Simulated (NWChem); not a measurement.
System: isobutene (C₄H₈); SMILES C=C(C)C

Here is an NWChem input.

```
start job
memory heap 200 mb stack 900 mb global 1100 mb
geometry units angstroms noautosym nocenter noautoz
  C      1.270635     0.000403    -0.674535
  C      0.000000     0.000000     0.123266
  C     -1.270635    -0.000403    -0.674535
  C      0.000000     0.000000     1.461512
  H      1.320464     0.882935    -1.335170
  H      1.322973    -0.883913    -1.332548
  H      2.161431     0.002947    -0.030901
  H     -1.322973     0.883913    -1.332548
  H     -2.161431    -0.002947    -0.030901
  H     -1.320464    -0.882935    -1.335170
  H     -0.933284    -0.000236     2.031972
  H      0.933284     0.000236     2.031972
end
basis spherical
  * library pcsseg-1
end
dft
  xc bhlyp
  iterations 150
end
property
  shielding 6 1 2 4 5 7 11
end
task dft property
```

Parts of the log:

```
             Northwest Computational Chemistry Package (NWChem) 7.3.0
             --------------------------------------------------------

                             Geometry "geometry" -> ""
                             -------------------------

 Output coordinates in angstroms (scale by  1.889725989 to convert to a.u.)

  No.       Tag          Charge          X              Y              Z
 ---- ---------------- ---------- -------------- -------------- --------------
    1 C                    6.0000     1.27063500     0.00040300    -0.67453500
    2 C                    6.0000     0.00000000     0.00000000     0.12326600
    3 C                    6.0000    -1.27063500    -0.00040300    -0.67453500
    4 C                    6.0000     0.00000000     0.00000000     1.46151200
    5 H                    1.0000     1.32046400     0.88293500    -1.33517000
    6 H                    1.0000     1.32297300    -0.88391300    -1.33254800
    7 H                    1.0000     2.16143100     0.00294700    -0.03090100
    8 H                    1.0000    -1.32297300     0.88391300    -1.33254800
    9 H                    1.0000    -2.16143100    -0.00294700    -0.03090100
   10 H                    1.0000    -1.32046400    -0.88293500    -1.33517000
   11 H                    1.0000    -0.93328400    -0.00023600     2.03197200
   12 H                    1.0000     0.93328400     0.00023600     2.03197200

 Effective nuclear repulsion energy (a.u.)     119.5175067508

                              NWChem Property Module
                              ----------------------

  itol2e modified to match energy
  convergence criterion.

                                 NWChem DFT Module
                                 -----------------

 Summary of "ao basis" -> "ao basis" (spherical)
 ------------------------------------------------------------------------------
       Tag                 Description            Shells   Functions and Types
 ---------------- ------------------------------  ------  ---------------------
 C                          pcsseg-1                 7       17   3s3p1d
 H                          pcsseg-1                 3        5   2s1p

  itol2e modified to match energy
  convergence criterion.

            General Information
            -------------------
          SCF calculation type: DFT
          Wavefunction type:  closed shell.
          No. of atoms     :    12
          No. of electrons :    32
           Alpha electrons :    16
            Beta electrons :    16
          Charge           :     0
          Spin multiplicity:     1
          Use of symmetry is: off; symmetry adaption is: off
          Maximum number of iterations: 150
          AO basis - number of functions:   108
                     number of shells:    52
          Convergence on energy requested:  1.00D-07
          Convergence on density requested:  1.00D-05
          Convergence on gradient requested:  5.00D-04

              XC Information
              --------------
                        BHLYP Method XC Functional
                     Hartree-Fock (Exact) Exchange  0.500
                        Slater Exchange Functional  0.500 local
                    Becke 1988 Exchange Functional  0.500 non-local
              Lee-Yang-Parr Correlation Functional  1.000

             Grid Information
             ----------------
          Grid used for XC integration:  fine
          Radial quadrature: Mura-Knowles
          Angular quadrature: Lebedev.
          Tag              B.-S. Rad. Rad. Pts. Rad. Cut. Ang. Pts.
          ---              ---------- --------- --------- ---------
          C                   0.70       70          11.0       590
          H                   0.35       60          12.0       590
          Grid pruning is: on
          Number of quadrature shells:   760
          Spatial weights used:  Erf1

      Superposition of Atomic Density Guess
      -------------------------------------

 Sum of atomic energies:        -154.60341017

      Non-variational initial energy
      ------------------------------

 Total energy =    -157.359330
 1-e energy   =    -441.427048
 2-e energy   =     164.550212
 HOMO         =      -0.303679
 LUMO         =       0.009922

[...]

          -----------------------------------------
          Chemical Shielding Tensors (GIAO, in ppm)
          -----------------------------------------

                                NWChem CPHF Module
                                ------------------

  scftype          =     RHF
  nclosed          =       16
  nopen            =        0
  variables        =     1472
  # of vectors     =        3
  tolerance        = 0.10D-03
  level shift      = 0.00D+00
  max iterations   =       50
  max subspace     =       30

 SCF residual:    2.5572518749627349E-004

Iterative solution of linear equations
  No. of variables     1472
  No. of equations        3
  Maximum subspace       30
        Iterations       50
       Convergence  1.0D-04

   iter   nsub   residual    time
   ----  ------  --------  ---------
     1      3    9.15D-01      37.9
     2      6    7.99D-02      41.3
     3      9    7.76D-03      44.6
     4     12    5.94D-04      48.0
     5     15    3.47D-05      51.3

      Atom:    1  C
        Diamagnetic
    254.4736      0.0058     -8.6285
      0.0058    240.7099     -0.0050
     -8.6285     -0.0050    246.0827

        Paramagnetic
    -75.6257      0.0226     -5.1227
      0.0226    -97.8563      0.0057
     -5.1227      0.0057    -92.8393

        Total Shielding Tensor
    178.8479      0.0284    -13.7512
      0.0284    142.8536      0.0007
    -13.7512      0.0007    153.2434

           isotropic =     158.3150
          anisotropy =      39.7782

          Principal Components and Axis System
                 1           2           3
              184.8338    147.2576    142.8535

      1         0.9169      0.3991     -0.0016
      2         0.0006      0.0027      1.0000
      3        -0.3991      0.9169     -0.0022

      Atom:    2  C
        Diamagnetic
    270.0640      0.0089     -0.0000
      0.0089    245.7409      0.0000
     -0.0000      0.0000    267.5892

        Paramagnetic
   -372.8430     -0.0996      0.0000
     -0.0996    -82.3836      0.0000
      0.0000      0.0000   -234.3186

        Total Shielding Tensor
   -102.7791     -0.0907      0.0000
     -0.0907    163.3573      0.0000
      0.0000      0.0000     33.2706

           isotropic =      31.2829
          anisotropy =     198.1116

          Principal Components and Axis System
                 1           2           3
              163.3573   -102.7791     33.2706

      1        -0.0003      1.0000      0.0000
      2         1.0000      0.0003     -0.0000
      3         0.0000     -0.0000      1.0000

      Atom:    3  C
        Diamagnetic
    255.8210      0.0043     -0.0000
      0.0043    240.2395      0.0000
     -0.0000      0.0000    270.2969

        Paramagnetic
   -301.8558     -0.0247      0.0000
     -0.0247   -102.8723      0.0000
      0.0000      0.0000   -168.5723

        Total Shielding Tensor
    -46.0348     -0.0205     -0.0000
     -0.0205    137.3673      0.0000
     -0.0000      0.0000    101.7246

           isotropic =      64.3524
          anisotropy =     109.5223

          Principal Components and Axis System
                 1           2           3
              137.3673    101.7246    -46.0348

      1        -0.0001     -0.0000      1.0000
      2         1.0000     -0.0000      0.0001
      3         0.0000      1.0000      0.0000

      Atom:    4  H
        Diamagnetic
     26.6158      2.4629     -3.8220
      2.4629     31.1522     -7.5097
     -3.8220     -7.5097     30.0648

        Paramagnetic
      2.2492     -0.8667      2.1968
     -0.8667     -0.6665      3.6819
      2.1968      3.6819     -0.1216

        Total Shielding Tensor
     28.8651      1.5962     -1.6252
      1.5962     30.4857     -3.8279
     -1.6252     -3.8279     29.9432

           isotropic =      29.7646
          anisotropy =       7.7165

          Principal Components and Axis System
                 1           2           3
               34.9090     28.0137     26.3713

      1         0.3524      0.9342      0.0555
      2         0.6819     -0.2969      0.6685
      3        -0.6410      0.1978      0.7416

      Atom:    5  H
        Diamagnetic
     38.6044      0.0321      3.7326
      0.0321     22.3710      0.0132
      3.7326      0.0132     27.8478

        Paramagnetic
     -4.7426     -0.0140     -1.7827
     -0.0140      3.4234     -0.0058
     -1.7827     -0.0058      1.2944

        Total Shielding Tensor
     33.8618      0.0180      1.9498
      0.0180     25.7944      0.0073
      1.9498      0.0073     29.1421

           isotropic =      29.5995
          anisotropy =       7.4456

          Principal Components and Axis System
                 1           2           3
               34.5632     28.4408     25.7944

      1         0.9410     -0.3385     -0.0020
      2         0.0022      0.0003      1.0000
      3         0.3385      0.9410     -0.0010

      Atom:    6  H
        Diamagnetic
     34.8928      0.0038     -7.4735
      0.0038     22.6616     -0.0014
     -7.4735     -0.0014     34.1563

        Paramagnetic
    -11.2427     -0.0035      6.6839
     -0.0035      2.4329     -0.0005
      6.6839     -0.0005     -3.4525

        Total Shielding Tensor
     23.6502      0.0003     -0.7896
      0.0003     25.0945     -0.0019
     -0.7896     -0.0019     30.7037

           isotropic =      26.4828
          anisotropy =       6.4624

          Principal Components and Axis System
                 1           2           3
               30.7910     25.0945     23.5629

      1        -0.1099      0.0000      0.9939
      2        -0.0003      1.0000     -0.0001
      3         0.9939      0.0003      0.1099
```

Level: BHandHLYP/pcSseg-1, GIAO. All runs use the structure optimised with PBE0/def2-SVP. The output numbers the shielded atoms by their place in the input's list. The printed shielding anisotropy is the first printed principal value minus the mean of the other two.
